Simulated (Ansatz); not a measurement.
Reaction (SMILES): [SiH4] (SiH4) → 4 H atom + Si atom
B3LYP-D3(BJ)/def2-TZVP geometries, fixed; electronic energies without zero-point terms.
Largest species:
```xyz
5

Si     0.0000     0.0000     0.0000
H      0.8756     0.8547     0.8331
H     -0.8222    -0.8655     0.8753
H     -0.8862     0.8545    -0.8220
H      0.8328    -0.8437    -0.8864
```
Charge 0, spin multiplicity 1.

Basis-set convergence of the atomisation energy at PBE with Ansatz (a program for electronic structure). All functions are spherical. The program fits the integrals of some runs and decomposes those of others, by size. Open shells are unrestricted. No added dispersion term, no relativity. Functions are those of the species that has most. Reference: the value in pcseg-4, 313.59 kcal/mol, itself unsure by roughly 0.22 kcal/mol (its mean distance from aug-pcseg-3, aug-cc-pV(Q+d)Z, cc-pV(5+d)Z). Deviations are taken from unrounded values.

```tsv
basis	functions
cc-pV(D+d)Z	43
aug-cc-pV(D+d)Z	68
cc-pV(T+d)Z	95
jun-cc-pV(T+d)Z	104
aug-cc-pV(T+d)Z	147
cc-pV(Q+d)Z	184
aug-cc-pV(Q+d)Z	273
cc-pV(5+d)Z	320
```

Question: Which is the smallest correlation-consistent set listed that can be trusted to 1 kcal/mol here, that is, within that of the reference together with its larger relatives (same family, alike in diffuse functions; a set with none to test it counts only in the reference's own line)?

Answer: The smallest set listed that lies within 1 kcal/mol of the reference with all its larger relatives (same family, alike in diffuse functions; a set with none counts only in the reference's own line) is cc-pV(T+d)Z (95 functions, 0.31 kcal/mol off). Value minus reference: cc-pV(D+d)Z -2.52, aug-cc-pV(D+d)Z -3.82, cc-pV(T+d)Z 0.31, jun-cc-pV(T+d)Z 0.02, aug-cc-pV(T+d)Z -0.25, cc-pV(Q+d)Z 0.56, aug-cc-pV(Q+d)Z 0.45, cc-pV(5+d)Z 0.17 kcal/mol.
